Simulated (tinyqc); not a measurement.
ROHF in the sto-6g basis, for BH2, spin multiplicity 2, step by step (part 2 of 2). Computed by tinyqc, a small Python program that keeps every step (integrals from PySCF). Command: `OMP_NUM_THREADS=1 python tinyqc.py 31977 31978 out.jsonl` (the two numbers bound the seeds that draw the settings). One thread of a shared host (Intel(R) Xeon(R) Processor @ 2.60GHz), about 0.1 s of CPU time with the checks.

Geometry (angstrom):
```
atom         x          y         z
B     0.000000   0.000000  0.000000
H     0.000000   1.154000  0.605000
H     0.000000  -1.156000  0.606000
```

## Iteration 2: building the Fock matrix

D(alpha) after iteration 1, order 1B 1s, 1B 2s, 1B 2px, 1B 2py, 1B 2pz, 2H 1s, 3H 1s:
$$\begin{pmatrix}
1.061054 & -0.225573 & 0.000000 & 0.000054 & 0.088700 & -0.025008 & -0.024859 \\
-0.225573 & 0.887551 & 0.000000 & -0.000391 & -0.419059 & -0.019628 & -0.019697 \\
0.000000 & 0.000000 & 0.000000 & 0.000000 & 0.000000 & 0.000000 & 0.000000 \\
0.000054 & -0.000391 & 0.000000 & 0.165731 & 0.000315 & 0.211181 & -0.211102 \\
0.088700 & -0.419059 & 0.000000 & 0.000315 & 0.505763 & 0.270800 & 0.271000 \\
-0.025008 & -0.019628 & 0.000000 & 0.211181 & 0.270800 & 0.491588 & -0.046054 \\
-0.024859 & -0.019697 & 0.000000 & -0.211102 & 0.271000 & -0.046054 & 0.492284
\end{pmatrix}$$

D(beta) after iteration 1, order 1B 1s, 1B 2s, 1B 2px, 1B 2py, 1B 2pz, 2H 1s, 3H 1s:
$$\begin{pmatrix}
1.039541 & -0.128271 & 0.000000 & -0.000006 & -0.015029 & -0.076235 & -0.076142 \\
-0.128271 & 0.447463 & 0.000000 & -0.000117 & 0.050102 & 0.212064 & 0.212252 \\
0.000000 & 0.000000 & 0.000000 & 0.000000 & 0.000000 & 0.000000 & 0.000000 \\
-0.000006 & -0.000117 & 0.000000 & 0.165731 & 0.000024 & 0.211037 & -0.211246 \\
-0.015029 & 0.050102 & 0.000000 & 0.000024 & 0.005610 & 0.023802 & 0.023729 \\
-0.076235 & 0.212064 & 0.000000 & 0.211037 & 0.023802 & 0.369609 & -0.168168 \\
-0.076142 & 0.212252 & 0.000000 & -0.211246 & 0.023729 & -0.168168 & 0.370035
\end{pmatrix}$$

core Hamiltonian H = T + V (hartree), order 1B 1s, 1B 2s, 1B 2px, 1B 2py, 1B 2pz, 2H 1s, 3H 1s:
$$\begin{pmatrix}
-13.256042 & -3.293045 & 0.000000 & -0.000049 & -0.015106 & -0.671650 & -0.668248 \\
-3.293045 & -4.168705 & 0.000000 & -0.000322 & -0.131645 & -1.582134 & -1.577149 \\
0.000000 & 0.000000 & -3.349810 & 0.000000 & 0.000000 & 0.000000 & 0.000000 \\
-0.000049 & -0.000322 & 0.000000 & -3.510309 & -0.000144 & -1.313443 & 1.310333 \\
-0.015106 & -0.131645 & 0.000000 & -0.000144 & -3.393920 & -0.710688 & -0.708961 \\
-0.671650 & -1.582134 & 0.000000 & -1.313443 & -0.710688 & -2.712390 & -0.284041 \\
-0.668248 & -1.577149 & 0.000000 & 1.310333 & -0.708961 & -0.284041 & -2.709111
\end{pmatrix}$$

nuclear repulsion = 4.28690599 hartree

Given earlier and not repeated: Two-electron integrals (ij|kl) in chemists' order.

J_ij = sum D_kl (ij|kl) with D = D(alpha) + D(beta), K_ij = sum D_kl (ik|jl) for each spin; F = H + J - K(s); E = tr D H + tr D J / 2 - 0.5 sum_s tr D(s) K(s) + E_nn.

Coulomb J (hartree), order 1B 1s, 1B 2s, 1B 2px, 1B 2py, 1B 2pz, 2H 1s, 3H 1s:
$$\begin{pmatrix}
8.707636 & 1.690906 & 0.000000 & 0.000028 & 0.007517 & 0.349601 & 0.347814 \\
1.690906 & 3.798331 & 0.000000 & 0.000094 & 0.093349 & 1.428906 & 1.424559 \\
0.000000 & 0.000000 & 3.716862 & 0.000000 & 0.000000 & 0.000000 & 0.000000 \\
0.000028 & 0.000094 & 0.000000 & 3.886408 & 0.000070 & 1.304132 & -1.301110 \\
0.007517 & 0.093349 & 0.000000 & 0.000070 & 3.791720 & 0.698617 & 0.696923 \\
0.349601 & 1.428906 & 0.000000 & 1.304132 & 0.698617 & 2.983571 & 0.238384 \\
0.347814 & 1.424559 & 0.000000 & -1.301110 & 0.696923 & 0.238384 & 2.981341
\end{pmatrix}$$

exchange K(alpha) (hartree), order 1B 1s, 1B 2s, 1B 2px, 1B 2py, 1B 2pz, 2H 1s, 3H 1s:
$$\begin{pmatrix}
2.983315 & 0.509945 & 0.000000 & 0.000007 & 0.000752 & 0.111565 & 0.111008 \\
0.509945 & 0.708428 & 0.000000 & 0.000126 & -0.078782 & 0.338761 & 0.337901 \\
0.000000 & 0.000000 & 0.153760 & 0.000000 & 0.000000 & 0.000000 & 0.000000 \\
0.000007 & 0.000126 & 0.000000 & 0.513298 & 0.000401 & 0.318422 & -0.317931 \\
0.000752 & -0.078782 & 0.000000 & 0.000401 & 0.564055 & 0.182385 & 0.182137 \\
0.111565 & 0.338761 & 0.000000 & 0.318422 & 0.182385 & 0.645759 & 0.056310 \\
0.111008 & 0.337901 & 0.000000 & -0.317931 & 0.182137 & 0.056310 & 0.645447
\end{pmatrix}$$

exchange K(beta) (hartree), order 1B 1s, 1B 2s, 1B 2px, 1B 2py, 1B 2pz, 2H 1s, 3H 1s:
$$\begin{pmatrix}
2.954948 & 0.494145 & 0.000000 & 0.000005 & 0.001695 & 0.106088 & 0.105552 \\
0.494145 & 0.553657 & 0.000000 & 0.000248 & 0.122483 & 0.333454 & 0.332690 \\
0.000000 & 0.000000 & 0.108717 & 0.000000 & 0.000000 & 0.000000 & 0.000000 \\
0.000005 & 0.000248 & 0.000000 & 0.474294 & 0.000145 & 0.306488 & -0.306090 \\
0.001695 & 0.122483 & 0.000000 & 0.000145 & 0.145475 & 0.119836 & 0.119531 \\
0.106088 & 0.333454 & 0.000000 & 0.306488 & 0.119836 & 0.573096 & 0.036017 \\
0.105552 & 0.332690 & 0.000000 & -0.306090 & 0.119531 & 0.036017 & 0.572660
\end{pmatrix}$$

F(alpha) (hartree), order 1B 1s, 1B 2s, 1B 2px, 1B 2py, 1B 2pz, 2H 1s, 3H 1s:
$$\begin{pmatrix}
-7.531721 & -2.112085 & 0.000000 & -0.000027 & -0.008340 & -0.433613 & -0.431443 \\
-2.112085 & -1.078802 & 0.000000 & -0.000354 & 0.040486 & -0.491989 & -0.490491 \\
0.000000 & 0.000000 & 0.213293 & 0.000000 & 0.000000 & 0.000000 & 0.000000 \\
-0.000027 & -0.000354 & 0.000000 & -0.137199 & -0.000474 & -0.327733 & 0.327155 \\
-0.008340 & 0.040486 & 0.000000 & -0.000474 & -0.166255 & -0.194455 & -0.194175 \\
-0.433613 & -0.491989 & 0.000000 & -0.327733 & -0.194455 & -0.374578 & -0.101967 \\
-0.431443 & -0.490491 & 0.000000 & 0.327155 & -0.194175 & -0.101967 & -0.373216
\end{pmatrix}$$

F(beta) (hartree), order 1B 1s, 1B 2s, 1B 2px, 1B 2py, 1B 2pz, 2H 1s, 3H 1s:
$$\begin{pmatrix}
-7.503355 & -2.096285 & 0.000000 & -0.000025 & -0.009284 & -0.428136 & -0.425986 \\
-2.096285 & -0.924031 & 0.000000 & -0.000475 & -0.160780 & -0.486682 & -0.485280 \\
0.000000 & 0.000000 & 0.258335 & 0.000000 & 0.000000 & 0.000000 & 0.000000 \\
-0.000025 & -0.000475 & 0.000000 & -0.098196 & -0.000218 & -0.315798 & 0.315314 \\
-0.009284 & -0.160780 & 0.000000 & -0.000218 & 0.252325 & -0.131907 & -0.131569 \\
-0.428136 & -0.486682 & 0.000000 & -0.315798 & -0.131907 & -0.301915 & -0.081674 \\
-0.425986 & -0.485280 & 0.000000 & 0.315314 & -0.131569 & -0.081674 & -0.300430
\end{pmatrix}$$

total energy of this density = -25.61211749 hartree

## Iteration 2: Roothaan effective Fock matrix

overlap S, order 1B 1s, 1B 2s, 1B 2px, 1B 2py, 1B 2pz, 2H 1s, 3H 1s:
$$\begin{pmatrix}
1.000000 & 0.264891 & 0.000000 & 0.000000 & 0.000000 & 0.053552 & 0.053281 \\
0.264891 & 1.000000 & 0.000000 & 0.000000 & 0.000000 & 0.419627 & 0.418544 \\
0.000000 & 0.000000 & 1.000000 & 0.000000 & 0.000000 & 0.000000 & 0.000000 \\
0.000000 & 0.000000 & 0.000000 & 1.000000 & 0.000000 & 0.397112 & -0.396391 \\
0.000000 & 0.000000 & 0.000000 & 0.000000 & 1.000000 & 0.208191 & 0.207797 \\
0.053552 & 0.419627 & 0.000000 & 0.397112 & 0.208191 & 1.000000 & 0.072126 \\
0.053281 & 0.418544 & 0.000000 & -0.396391 & 0.207797 & 0.072126 & 1.000000
\end{pmatrix}$$

With projectors Pc = D(beta) S, Po = (D(alpha) - D(beta)) S, Pv = 1 - D(alpha) S, the block xy is Px^T F Py; with Fc = (F(alpha) + F(beta))/2, the blocks are Fc for cc, oo, vv and cv, F(beta) for co and F(alpha) for ov.

effective F (hartree), order 1B 1s, 1B 2s, 1B 2px, 1B 2py, 1B 2pz, 2H 1s, 3H 1s:
$$\begin{pmatrix}
-7.517594 & -2.103388 & 0.000000 & -0.000028 & -0.011885 & -0.431870 & -0.429712 \\
-2.103388 & -0.974774 & 0.000000 & -0.000450 & -0.087655 & -0.493847 & -0.492406 \\
0.000000 & 0.000000 & 0.235814 & 0.000000 & 0.000000 & 0.000000 & 0.000000 \\
-0.000028 & -0.000450 & 0.000000 & -0.117697 & -0.000316 & -0.321762 & 0.321238 \\
-0.011885 & -0.087655 & 0.000000 & -0.000316 & 0.008387 & -0.182645 & -0.182366 \\
-0.431870 & -0.493847 & 0.000000 & -0.321762 & -0.182645 & -0.346711 & -0.100299 \\
-0.429712 & -0.492406 & 0.000000 & 0.321238 & -0.182366 & -0.100299 & -0.345315
\end{pmatrix}$$

## Iteration 2: diagonalisation and new density

X, order 1B 1s, 1B 2s, 1B 2px, 1B 2py, 1B 2pz, 2H 1s, 3H 1s:
$$\begin{pmatrix}
-0.335436 & 0.004427 & 0.775283 & 0.000000 & -0.573005 & -0.000704 & 0.213920 \\
1.137995 & -0.012681 & -0.308706 & 0.000000 & -0.260903 & -0.001343 & 0.470813 \\
0.000000 & 0.000000 & 0.000000 & 1.000000 & 0.000000 & 0.000000 & 0.000000 \\
0.013812 & 1.079223 & -0.000181 & 0.000000 & 0.000160 & 0.590445 & 0.001467 \\
0.497044 & -0.005515 & 0.615950 & 0.000000 & 0.687556 & -0.000597 & 0.196826 \\
-0.788398 & -0.805042 & -0.196003 & 0.000000 & 0.152270 & 0.390408 & 0.362277 \\
-0.767150 & 0.822451 & -0.196420 & 0.000000 & 0.152510 & -0.392661 & 0.360111
\end{pmatrix}$$

Diagonalise F' = X^T F X, C = X C', fill 4 alpha and 3 beta electrons from the bottom; D(s) = C_occ C_occ^T. Each column has its largest component positive (the first on a tie).

F' = X^T F X (hartree):
$$\begin{pmatrix}
0.443133 & 0.003900 & 0.696835 & 0.000000 & -0.454024 & 0.000763 & 0.242127 \\
0.003900 & 0.666931 & -0.010427 & 0.000000 & 0.007264 & 0.118829 & -0.003611 \\
0.696835 & -0.010427 & -3.382949 & 0.000000 & 3.187527 & 0.005051 & -1.764296 \\
0.000000 & 0.000000 & 0.000000 & 0.235814 & 0.000000 & 0.000000 & 0.000000 \\
-0.454024 & 0.007264 & 3.187527 & 0.000000 & -2.987094 & -0.005001 & 1.724602 \\
0.000763 & 0.118829 & 0.005051 & 0.000000 & -0.005001 & -0.413674 & 0.003017 \\
0.242127 & -0.003611 & -1.764296 & 0.000000 & 1.724602 & 0.003017 & -1.637637
\end{pmatrix}$$

orbital energies (hartree): MO1 -7.519659, MO2 -0.600963, MO3 -0.426578, MO4 -0.022033, MO5 0.235814, MO6 0.578031, MO7 0.679912

coefficients C, order 1B 1s, 1B 2s, 1B 2px, 1B 2py, 1B 2pz, 2H 1s, 3H 1s:
$$\begin{pmatrix}
0.994949 & -0.208700 & -0.000475 & 0.143744 & 0.000000 & -0.183175 & -0.001567 \\
0.020060 & 0.597600 & 0.001781 & -0.605079 & 0.000000 & 0.978003 & 0.009305 \\
0.000000 & 0.000000 & 0.000000 & 0.000000 & 1.000000 & 0.000000 & 0.000000 \\
0.000012 & 0.001114 & -0.470399 & 0.000183 & 0.000000 & -0.008538 & 1.136746 \\
0.003190 & 0.148149 & 0.000308 & 0.794493 & 0.000000 & 0.696233 & 0.005829 \\
-0.003783 & 0.352191 & -0.476169 & 0.211994 & 0.000000 & -0.787559 & -0.773918 \\
-0.003770 & 0.349829 & 0.478141 & 0.212339 & 0.000000 & -0.798508 & 0.759559
\end{pmatrix}$$

D(alpha) after iteration 2, order 1B 1s, 1B 2s, 1B 2px, 1B 2py, 1B 2pz, 2H 1s, 3H 1s:
$$\begin{pmatrix}
1.054142 & -0.191738 & 0.000000 & 0.000029 & 0.086459 & -0.046567 & -0.046465 \\
-0.191738 & 0.723652 & 0.000000 & -0.000283 & -0.392132 & 0.081272 & 0.081351 \\
0.000000 & 0.000000 & 0.000000 & 0.000000 & 0.000000 & 0.000000 & 0.000000 \\
0.000029 & -0.000283 & 0.000000 & 0.221276 & 0.000166 & 0.224420 & -0.224488 \\
0.086459 & -0.392132 & 0.000000 & 0.000166 & 0.653177 & 0.220446 & 0.220664 \\
-0.046567 & 0.081272 & 0.000000 & 0.224420 & 0.220446 & 0.395731 & -0.059440 \\
-0.046465 & 0.081351 & 0.000000 & -0.224488 & 0.220664 & -0.059440 & 0.396101
\end{pmatrix}$$

D(beta) after iteration 2, order 1B 1s, 1B 2s, 1B 2px, 1B 2py, 1B 2pz, 2H 1s, 3H 1s:
$$\begin{pmatrix}
1.033479 & -0.104762 & 0.000000 & 0.000003 & -0.027745 & -0.077040 & -0.076987 \\
-0.104762 & 0.357532 & 0.000000 & -0.000172 & 0.088599 & 0.209546 & 0.209834 \\
0.000000 & 0.000000 & 0.000000 & 0.000000 & 0.000000 & 0.000000 & 0.000000 \\
0.000003 & -0.000172 & 0.000000 & 0.221276 & 0.000020 & 0.224381 & -0.224527 \\
-0.027745 & 0.088599 & 0.000000 & 0.000020 & 0.021959 & 0.052018 & 0.051962 \\
-0.077040 & 0.209546 & 0.000000 & 0.224381 & 0.052018 & 0.350789 & -0.104455 \\
-0.076987 & 0.209834 & 0.000000 & -0.224527 & 0.051962 & -0.104455 & 0.351013
\end{pmatrix}$$

## Iteration 9 (converged): orbitals

converged F (hartree), order 1B 1s, 1B 2s, 1B 2px, 1B 2py, 1B 2pz, 2H 1s, 3H 1s:
$$\begin{pmatrix}
-7.473736 & -2.096210 & 0.000000 & -0.000017 & -0.010775 & -0.430893 & -0.428743 \\
-2.096210 & -0.925622 & 0.000000 & -0.000409 & -0.097100 & -0.481626 & -0.480308 \\
0.000000 & 0.000000 & 0.263078 & 0.000000 & 0.000000 & 0.000000 & 0.000000 \\
-0.000017 & -0.000409 & 0.000000 & -0.126282 & -0.000249 & -0.324142 & 0.323681 \\
-0.010775 & -0.097100 & 0.000000 & -0.000249 & 0.001378 & -0.187963 & -0.187708 \\
-0.430893 & -0.481626 & 0.000000 & -0.324142 & -0.187963 & -0.336444 & -0.102724 \\
-0.428743 & -0.480308 & 0.000000 & 0.323681 & -0.187708 & -0.102724 & -0.335210
\end{pmatrix}$$

As before.

F' = X^T F X (hartree):
$$\begin{pmatrix}
0.469055 & 0.003819 & 0.675998 & 0.000000 & -0.460399 & 0.000575 & 0.256849 \\
0.003819 & 0.682110 & -0.010112 & 0.000000 & 0.007357 & 0.105603 & -0.003838 \\
0.675998 & -0.010112 & -3.347818 & 0.000000 & 3.173098 & 0.005070 & -1.772274 \\
0.000000 & 0.000000 & 0.000000 & 0.263078 & 0.000000 & 0.000000 & 0.000000 \\
-0.460399 & 0.007357 & 3.173098 & 0.000000 & -2.972148 & -0.004917 & 1.704370 \\
0.000575 & 0.105603 & 0.005070 & 0.000000 & -0.004917 & -0.415031 & 0.003033 \\
0.256849 & -0.003838 & -1.772274 & 0.000000 & 1.704370 & 0.003033 & -1.616136
\end{pmatrix}$$

orbital energies (hartree): MO1 -7.475952, MO2 -0.575825, MO3 -0.425094, MO4 -0.007763, MO5 0.263078, MO6 0.592413, MO7 0.692252

coefficients C, order 1B 1s, 1B 2s, 1B 2px, 1B 2py, 1B 2pz, 2H 1s, 3H 1s:
$$\begin{pmatrix}
0.994764 & -0.200335 & 0.000417 & 0.148171 & 0.000000 & -0.189869 & -0.001776 \\
0.020736 & 0.558504 & -0.001551 & -0.603263 & 0.000000 & 1.001917 & 0.010350 \\
0.000000 & 0.000000 & 0.000000 & 0.000000 & 1.000000 & 0.000000 & 0.000000 \\
0.000010 & 0.001099 & 0.485310 & 0.000144 & 0.000000 & -0.009512 & 1.130452 \\
0.003098 & 0.177223 & -0.000431 & 0.806694 & 0.000000 & 0.675084 & 0.006341 \\
-0.003821 & 0.369998 & 0.466025 & 0.172707 & 0.000000 & -0.788228 & -0.780837 \\
-0.003810 & 0.367812 & -0.468033 & 0.172871 & 0.000000 & -0.800693 & 0.765048
\end{pmatrix}$$

D(alpha) after iteration 9, order 1B 1s, 1B 2s, 1B 2px, 1B 2py, 1B 2pz, 2H 1s, 3H 1s:
$$\begin{pmatrix}
1.051644 & -0.180647 & 0.000000 & 0.000014 & 0.087106 & -0.052140 & -0.052056 \\
-0.180647 & 0.676285 & 0.000000 & -0.000225 & -0.387604 & 0.101655 & 0.101785 \\
0.000000 & 0.000000 & 0.000000 & 0.000000 & 0.000000 & 0.000000 & 0.000000 \\
0.000014 & -0.000225 & 0.000000 & 0.235527 & 0.000102 & 0.226598 & -0.226712 \\
0.087106 & -0.387604 & 0.000000 & 0.000102 & 0.682173 & 0.204681 & 0.204829 \\
-0.052140 & 0.101655 & 0.000000 & 0.226598 & 0.204681 & 0.383920 & -0.052155 \\
-0.052056 & 0.101785 & 0.000000 & -0.226712 & 0.204829 & -0.052155 & 0.384239
\end{pmatrix}$$

D(beta) after iteration 9, order 1B 1s, 1B 2s, 1B 2px, 1B 2py, 1B 2pz, 2H 1s, 3H 1s:
$$\begin{pmatrix}
1.029689 & -0.091261 & 0.000000 & -0.000008 & -0.032422 & -0.077731 & -0.077671 \\
-0.091261 & 0.312359 & 0.000000 & -0.000138 & 0.099044 & 0.205843 & 0.206072 \\
0.000000 & 0.000000 & 0.000000 & 0.000000 & 0.000000 & 0.000000 & 0.000000 \\
-0.000008 & -0.000138 & 0.000000 & 0.235527 & -0.000014 & 0.226573 & -0.226737 \\
-0.032422 & 0.099044 & 0.000000 & -0.000014 & 0.031418 & 0.065359 & 0.065375 \\
-0.077731 & 0.205843 & 0.000000 & 0.226573 & 0.065359 & 0.354092 & -0.082011 \\
-0.077671 & 0.206072 & 0.000000 & -0.226737 & 0.065375 & -0.082011 & 0.354355
\end{pmatrix}$$

## Convergence

Stop when the energy changes by less than 1e-08 hartree and every element of the error matrix X^T (F D S - S D F) X is below 3e-05.

Course of the cycle:
```
iteration   E (hartree)     change  largest element of the error matrix
1          -25.56158880          -                             5.70e-01
2          -25.61211749  -5.05e-02                             1.22e-01
3          -25.64141357  -2.93e-02                             1.99e-02
4          -25.64324479  -1.83e-03                             6.71e-03
5          -25.64332692  -8.21e-05                             1.98e-03
6          -25.64333198  -5.06e-06                             5.67e-04
7          -25.64333237  -3.90e-07                             1.62e-04
8          -25.64333241  -3.18e-08                             4.66e-05
9          -25.64333241  -2.63e-09                             1.34e-05
```

PySCF ROHF in the same basis = -25.64333241 hartree

Converged in 9 iterations.

## Populations, bond orders and dipole

Mulliken: Z minus the diagonal of D S on the atom; Loewdin: the same with S^(1/2) D S^(1/2); Mayer order: 2 sum_s sum (D(s) S)_ij (D(s) S)_ji over the two atoms.

Charges (e):
```
atom   Mulliken    Loewdin  Mulliken spin
1B     0.173342   0.154888       0.962631
2H    -0.086595  -0.077349       0.018647
3H    -0.086747  -0.077538       0.018722
```

Mayer bond orders:
```
pair     order
2-1   0.984986
3-1   0.984957
3-2   0.007167
```

dipole moment about the origin, x y z (debye): [0.000000, 0.001674, -0.245917]
